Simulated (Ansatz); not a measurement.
C4H4S, SMILES c1sccc1 (connectivity only; charge and spin as stated), charge +1, multiplicity 2.

Geometry: B3LYP-D3(BJ)/def2-SVP. The spin state was assumed, not searched.

Two levels are set side by side: PBE/def2-SVPD (Ansatz, a quantum-chemistry and plane-wave program) and PBE0/def2-SVPD (Ansatz). Energy differences of separate SCF runs at the same geometry; the states with an electron removed or added have multiplicity 3 and 1. Differences are taken from unrounded values.

| quantity | PBE0 | PBE | PBE minus PBE0 |
|---|---|---|---|
| vertical ionisation energy (eV) | 15.83 | 15.80 | -0.03 |
| vertical electron affinity (eV) | 8.58 | 8.62 | 0.04 |

Here PBE gives about what the other level gives.
